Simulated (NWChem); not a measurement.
# thiophene (C4H4S); SMILES s1cccc1

Results from NWChem. Pople sets run with spherical d functions. Each level has its own optimisation. Computed dipoles belong to the equilibrium geometry; the measured one is vibrationally averaged.

Measured dipole moment: 0.55 D (NIST CCCBDB, as tabulated in the package chemicals).

**Question.** Which of these levels lies farthest from the measured value, and how do the others fare: Hartree-Fock/6-31G*; BLYP/def2-SVP; PBE/def2-SVP; LDA (Slater exchange, VWN5)/def2-SVP; PBE0/def2-SVP; Hartree-Fock/3-21G; Hartree-Fock/STO-3G; B3LYP/6-31G*?…

**Answer.** Hartree-Fock/3-21G.
```
level                                 dipole moment (D)  computed − measured
------------------------------------  -----------------  -------------------
Hartree-Fock/STO-3G                                0.10                -0.45
Hartree-Fock/3-21G                                 1.34                +0.79
Hartree-Fock/6-31G*                                0.89                +0.34
B3LYP/6-31G*                                       0.63                +0.08
LDA (Slater exchange, VWN5)/def2-SVP               0.32                -0.23
PBE/def2-SVP                                       0.37                -0.18
BLYP/def2-SVP                                      0.32                -0.23
PBE0/def2-SVP                                      0.46                -0.09
```
